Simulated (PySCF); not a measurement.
**Ionisation energy of Mg by level of theory**

Mg [Ne] 3s2 (1S) → Mg+ [Ne] 3s1 (2S), as a difference of total energies. Calculation: PySCF 2.14, in aug-cc-pCVTZ; no relativity, point nucleus. Correlated levels: valence and next inner shell: 1s2 frozen. The calculations carry no spin-orbit coupling.

```json
{"method": "UHF", "ionisation energy (eV)": "6.606", "error (eV)": "-1.040"}
{"method": "MP2 (valence and next inner shell)", "ionisation energy (eV)": "7.371", "error (eV)": "-0.275"}
{"method": "SCS-MP2 (valence and next inner shell)", "ionisation energy (eV)": "7.474", "error (eV)": "-0.172"}
{"method": "CCSD (valence and next inner shell)", "ionisation energy (eV)": "7.567", "error (eV)": "-0.079"}
{"method": "CCSD(T) (valence and next inner shell)", "ionisation energy (eV)": "7.600", "error (eV)": "-0.046"}
```

Reference: 7.646 eV (measured; NIST Atomic Spectra Database, ionization energies).

Errors of the correlated levels include the incompleteness of this basis and the frozen core.
